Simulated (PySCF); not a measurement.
# How the method moves the HOMO and LUMO of `FCC1=C(F)C1`

Compound: C₄H₄F₂.
Numbering: `[F:1][CH2:2][C:3]1=[C:4]([F:5])[CH2:6]1` (hydrogens: H7, H8 on C2; H9, H10 on C6)

Structure used (PBE0-D3(BJ)/def2-SVP), in Å, numbered top down from 1:
```
atom  x, y, z in Å
F1    -2.1372    1.1942    0.0758
C2    -1.4860   -0.0053    0.0196
C3    -0.0260    0.1669    0.0002
C4     1.0910    0.8117   -0.0117
F5     1.7180    1.9558   -0.0052
C6     1.2862   -0.6422   -0.0286
H7    -1.7761   -0.6181    0.8931
H8    -1.8079   -0.5507   -0.8871
H9     1.6081   -1.1762    0.8822
H10    1.5795   -1.1575   -0.9596
```

Basis pcSseg-2 throughout (PySCF), one geometry. Geometry: PBE0-D3(BJ)/def2-SVP, one conformer, isolated molecule.

Q: How do the orbital energies, the gap and the dipole change with the method?

A: 
```json
{"method": "BLYP", "kind": "GGA", "HOMO (eV)": "-5.88", "LUMO (eV)": "-0.46", "gap (eV)": "5.42", "μ (D)": "2.16", "SCF cycles": "15"}
{"method": "OPBE", "kind": "GGA", "HOMO (eV)": "-5.95", "LUMO (eV)": "-0.44", "gap (eV)": "5.51", "μ (D)": "2.02", "SCF cycles": "16"}
{"method": "B97-D", "kind": "GGA", "HOMO (eV)": "-5.97", "LUMO (eV)": "-0.47", "gap (eV)": "5.50", "μ (D)": "2.15", "SCF cycles": "16"}
{"method": "PBE", "kind": "GGA", "HOMO (eV)": "-5.99", "LUMO (eV)": "-0.57", "gap (eV)": "5.42", "μ (D)": "2.11", "SCF cycles": "15"}
{"method": "KT2", "kind": "GGA", "HOMO (eV)": "-6.01", "LUMO (eV)": "-0.53", "gap (eV)": "5.48", "μ (D)": "2.17", "SCF cycles": "16"}
{"method": "KT3", "kind": "GGA", "HOMO (eV)": "-6.06", "LUMO (eV)": "-0.52", "gap (eV)": "5.54", "μ (D)": "2.13", "SCF cycles": "16"}
{"method": "BP86", "kind": "GGA", "HOMO (eV)": "-6.07", "LUMO (eV)": "-0.64", "gap (eV)": "5.43", "μ (D)": "2.13", "SCF cycles": "16"}
{"method": "LDA", "kind": "LDA", "HOMO (eV)": "-6.12", "LUMO (eV)": "-0.82", "gap (eV)": "5.30", "μ (D)": "2.26", "SCF cycles": "14"}
{"method": "B97-2", "kind": "global hybrid", "HOMO (eV)": "-6.95", "LUMO (eV)": "0.43", "gap (eV)": "7.39", "μ (D)": "2.30", "SCF cycles": "14"}
{"method": "B3LYP", "kind": "global hybrid", "HOMO (eV)": "-7.01", "LUMO (eV)": "0.15", "gap (eV)": "7.16", "μ (D)": "2.35", "SCF cycles": "14"}
{"method": "PBE0", "kind": "global hybrid", "HOMO (eV)": "-7.19", "LUMO (eV)": "0.47", "gap (eV)": "7.66", "μ (D)": "2.33", "SCF cycles": "14"}
{"method": "mPW1PW91", "kind": "global hybrid", "HOMO (eV)": "-7.22", "LUMO (eV)": "0.43", "gap (eV)": "7.65", "μ (D)": "2.33", "SCF cycles": "14"}
{"method": "BHandHLYP", "kind": "global hybrid", "HOMO (eV)": "-8.30", "LUMO (eV)": "0.93", "gap (eV)": "9.22", "μ (D)": "2.56", "SCF cycles": "13"}
{"method": "CAM-B3LYP", "kind": "range-separated hybrid", "HOMO (eV)": "-8.55", "LUMO (eV)": "1.10", "gap (eV)": "9.65", "μ (D)": "2.46", "SCF cycles": "14"}
{"method": "wB97X-D", "kind": "range-separated hybrid", "HOMO (eV)": "-9.01", "LUMO (eV)": "2.18", "gap (eV)": "11.20", "μ (D)": "2.36", "SCF cycles": "14"}
{"method": "LC-wPBE", "kind": "range-separated hybrid", "HOMO (eV)": "-9.88", "LUMO (eV)": "2.25", "gap (eV)": "12.13", "μ (D)": "2.45", "SCF cycles": "14"}
{"method": "HF", "kind": "Hartree–Fock", "HOMO (eV)": "-9.88", "LUMO (eV)": "2.48", "gap (eV)": "12.36", "μ (D)": "2.70", "SCF cycles": "12"}
```

The HOMO spans 4.00 eV, from BLYP down to HF, and the gap runs from 5.30 eV (LDA) to 12.36 eV (HF). Over the methods BLYP (0 %), OPBE (0 %), B97-D (0 %), PBE (0 %), KT2 (0 %), KT3 (0 %), BP86 (0 %), LDA (0 %), B97-2 (21 %), B3LYP (20 %), PBE0 (25 %), mPW1PW91 (25 %), BHandHLYP (50 %), HF (100 %), a straight line through the gap against the share of exact exchange rises by 0.71 eV for each 10 % (correlation coefficient 0.994). The dipole ranges from 2.02 D (OPBE) to 2.70 D (HF). This basis has no diffuse functions.

The vertical ΔSCF ionisation energy at PBE0/def2-SVPD is 9.53 eV; −ε(HOMO) comes closest to it with LC-wPBE (9.88 eV) and HF (9.88 eV).
